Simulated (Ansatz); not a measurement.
**H4OSSi: a ladder of functionals and wavefunction methods**

How much do the methods differ for H4OSSi? The plan is to run it at one geometry with functionals of several rungs and with coupled cluster, and see how far each lands from CCSD(T) at the basis-set limit for the atomisation energy.

Method: functionals in def2-TZVPP, the program's frozen cores in correlated methods; program: Ansatz 0.2.0, Gaussian basis.

Levels to be run: LDA (SPW92), PBE-D4, revPBE-D4, BLYP-D4, r2SCAN-D4, B97M-V, PBE0-D4, B3LYP-D4, r2SCANh-D4, r2SCAN0-D4, HSE06-D4, BHLYP-D4, CAM-B3LYP-D4, LC-ωPBE, ωB97X-V, ωB97M-V, B2PLYP, PBE-QIDH; CCSD(T)/def2-SVP; CCSD(T)/def2-TZVPP; MP2/def2-QZVPP; extrapolation to the limit; RPA on PBE.

## 1. The relaxed structure

The geometry comes from an earlier relaxation with PBE0-D4 in a triple-zeta def2 set; it is a stationary point, not always the lowest conformer.

7 atoms, charge 0, spin multiplicity 1.

Atoms are counted from 1 here; the program's logs count them from 0.

Bond lengths: O1–Si2 1.642 Å, O1–H4 0.959 Å, Si2–S3 2.133 Å, Si2–H5 1.484 Å, Si2–H6 1.478 Å, S3–H7 1.344 Å. Angles: Si2–O1–H4 117.2°, O1–Si2–S3 113.5°, O1–Si2–H5 112.6°, O1–Si2–H6 104.5°, S3–Si2–H5 103.0°, S3–Si2–H6 111.7°, H5–Si2–H6 111.9°, Si2–S3–H7 94.6°.

## 2. LDA

This LDA is Slater exchange with PW92 correlation.

File in.yaml:

```yaml
crystal:
  periodic: [false, false, false]
  atoms:
    - {symbol: O, position_ang: [-1.434573, -0.381955, 0.184855]}
    - {symbol: Si, position_ang: [-0.047545, 0.496498, 0.172960]}
    - {symbol: S, position_ang: [1.565255, -0.475672, -0.828761]}
    - {symbol: H, position_ang: [-1.745321, -0.722394, -0.656092]}
    - {symbol: H, position_ang: [-0.184935, 1.770495, -0.576251]}
    - {symbol: H, position_ang: [0.257218, 0.727894, 1.600361]}
    - {symbol: H, position_ang: [1.651104, -1.482966, 0.057228]}
basis:
  gaussian: {orbitals: def2-TZVPP}
hamiltonian: {xc: lda}
output: {orbitals: {seedname: orbitals}}
```

Run with:

```bash
ansatz run in.yaml --threads 2 --pin off --events-out ev --progress --plain --max-ram 4352MiB
```

The runs that follow: PBE-D4 (GGA); revPBE-D4 (GGA); BLYP-D4 (GGA); r2SCAN-D4 (meta-GGA); B97M-V (meta-GGA); B3LYP-D4 (hybrid); r2SCANh-D4 (hybrid); r2SCAN0-D4 (hybrid); HSE06-D4 (hybrid); BHLYP-D4 (hybrid); CAM-B3LYP-D4 (range-separated); LC-ωPBE (range-separated); ωB97X-V (range-separated); ωB97M-V (range-separated); B2PLYP (double hybrid); PBE-QIDH (double hybrid); CCSD(T) in def2-SVP; CCSD(T) in def2-TZVPP; MP2 in def2-QZVPP; RPA on PBE orbitals.

Q: Predict the results of all the runs planned. Wanted: atomisation energy, CCSD(T)/CBS; farthest beyond LDA; mean size of error, GGA; mean size of error, meta-GGA; mean size of error, hybrid; mean size of error, range-separated; mean size of error, double hybrid; gap, smallest and largest; T1 diagnostic.

The runs gave:

```
                               quantity                                        value
        atomisation energy, CCSD(T)/CBS                                    23.884 eV
    functionals within 0.119 eV (0.5 %)  PBE-D4, r2SCAN-D4, B97M-V, ωB97X-V, ωB97M-V
                    farthest beyond LDA                         BHLYP-D4 (-0.873 eV)
                mean size of error, GGA                                     0.368 eV
           mean size of error, meta-GGA                                     0.063 eV
             mean size of error, hybrid                                     0.474 eV
    mean size of error, range-separated                                     0.174 eV
      mean size of error, double hybrid                                     0.495 eV
              gap, smallest and largest        5.73 eV (BLYP-D4), 12.87 eV (LC-ωPBE)
                          T1 diagnostic                                       0.0113
triples share of the correlation energy                                        3.6 %
```

In words: LDA overbinds by 2.999 eV (13 %). PBE-D4 is off by -0.113 eV. Double hybrids carry the basis error of their MP2 part in triple zeta, and no dispersion term here, so their miss is partly the set-up's. By mean error the best rung here is meta-GGA (0.063 eV) and the worst beyond LDA is double hybrid (0.495 eV). Misses under about 0.119 eV are within the doubt on the reference itself, which lacks core-valence correlation, relativity and higher excitations. Hartree-Fock recovers 72 % of the binding; the rest is correlation. CCSD(T) in def2-SVP is off by -2.200 eV, which most functionals beat. Orbital gaps span 5.7 to 12.9 eV; exact exchange widens them.
